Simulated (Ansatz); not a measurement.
# C₄H₅F: basis-set convergence

One table from this session's results is given with a row withheld; the runs are named, their logs left out.

Program: Ansatz 0.2.0, Gaussian basis. Level of theory: one geometry, several basis sets. These are calculated values, not measurements.

The runs, in order: PBE0-D4/def2-SVP; ωB97M-V/def2-SVP; PBE0-D4/def2-QZVPP; ωB97M-V/def2-QZVPP; the functionals' def2-TZVPP values are taken from earlier runs.

## Structure used throughout

The geometry comes from an earlier relaxation with PBE0-D4 in a triple-zeta def2 set; it is a stationary point, not always the lowest conformer.

SMILES `FCC1=CC1`, 10 atoms, charge 0, spin multiplicity 1.

Atoms are counted from 1 here; the program's logs count them from 0.

Bond lengths: F1–C2 1.377 Å, C2–C3 1.461 Å, C2–H6 1.097 Å, C2–H7 1.097 Å, C3–C4 1.288 Å, C3–C5 1.498 Å, C4–C5 1.497 Å, C4–H8 1.076 Å, C5–H9 1.091 Å, C5–H10 1.091 Å. Angles: F1–C2–C3 111.9°, F1–C2–H6 108.3°, F1–C2–H7 108.3°, C3–C2–H6 110.1°, C3–C2–H7 110.1°, H6–C2–H7 107.9°, C2–C3–C4 152.5°, C2–C3–C5 143.0°, C4–C3–C5 64.5°, C3–C4–C5 64.6°, C3–C4–H8 149.4°, C5–C4–H8 146.0°, C3–C5–C4 50.9°, C3–C5–H9 119.4°, C3–C5–H10 119.4°, C4–C5–H9 119.8°, C4–C5–H10 119.8°, H9–C5–H10 113.6°.

The first run:

in.yaml reads:

```yaml
crystal:
  periodic: [false, false, false]
  atoms:
    - {symbol: F, position_ang: [-1.973836, -0.357416, -1.346975]}
    - {symbol: C, position_ang: [-0.973817, 0.501079, -0.946501]}
    - {symbol: C, position_ang: [-0.060393, -0.131784, 0.001639]}
    - {symbol: C, position_ang: [0.339182, -1.130219, 0.709590]}
    - {symbol: C, position_ang: [1.166940, 0.111287, 0.825872]}
    - {symbol: H, position_ang: [-1.438459, 1.383752, -0.491068]}
    - {symbol: H, position_ang: [-0.424327, 0.830081, -1.836614]}
    - {symbol: H, position_ang: [0.211015, -2.149289, 1.028697]}
    - {symbol: H, position_ang: [1.096318, 0.728796, 1.723037]}
    - {symbol: H, position_ang: [2.140477, 0.162515, 0.335124]}
basis:
  gaussian: {orbitals: def2-SVP}
hamiltonian: {xc: pbe0, dispersion: d4}
output: {orbitals: {seedname: orbitals}}
```

Run with:

```console
$ ansatz run in.yaml --threads 2 --pin off --events-out ev --progress --plain --max-ram 4352MiB
```

Steps of the session up to this table: PBE0-D4 in def2-SVP; ωB97M-V in def2-SVP; PBE0-D4 in def2-QZVPP; ωB97M-V in def2-QZVPP.

One of the session's tables, all rows but one given; the rest of the session is left out.

| functional | basis | HOMO (eV) | LUMO (eV) |
| --- | --- | --- | --- |
| PBE0-D4 | def2-SVP | ? | ? |
| PBE0-D4 | def2-TZVPP | -7.19 | 0.17 |
| PBE0-D4 | def2-QZVPP | -7.21 | 0.09 |
| ωB97M-V | def2-SVP | -9.38 | 2.59 |
| ωB97M-V | def2-TZVPP | -9.42 | 2.31 |
| ωB97M-V | def2-QZVPP | -9.43 | 1.91 |

Estimate the missing values for PBE0-D4, def2-SVP.

The run gave: HOMO (eV): -7.16; LUMO (eV): 0.34. In the column «HOMO (eV)» it is the highest.
